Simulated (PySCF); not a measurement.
# Relaxation of doublet HSO₂

All numbers come from PySCF, UPBE0, basis S def2-TZVP, O def2-TZVP, H def2-TZVP (no relativity, density fitting). A (50,194) grid was used.

A hand-made trigonal planar start, of C2v symmetry, held to at least that symmetry:

Coordinates in bohr (charge 0 multiplicity 2):
```
S     0.6629    0.0000    0.0000
O    -0.7638    2.4712    0.0000
O    -0.7638   -2.4712    0.0000
H     3.2141    0.0000    0.0000
```

What forces act on the atoms at the start (eV/Å)?


```json
{"atom": "S1", "Fx": "-3.98", "Fy": "0.00", "Fz": "0.00"}
{"atom": "O2", "Fx": "2.07", "Fy": "-1.93", "Fz": "0.00"}
{"atom": "O3", "Fx": "2.07", "Fy": "1.93", "Fz": "0.00"}
{"atom": "H4", "Fx": "-0.15", "Fy": "0.00", "Fz": "0.00"}
```

What does it relax to?

It ends at C2v with S–H 1.340 Å, S–O 1.455 Å (×2); H–S–O 115.3° (×2), O–S–O 129.4°. A frequency run shows 1 imaginary mode, down to 1324i cm⁻¹, so it is a saddle point. Other isomers or separated fragments may lie lower.

How much energy is released, and in how many steps?

25.5 kJ/mol in 4 steps.

The relaxation took about 24 core-seconds on a shared host.
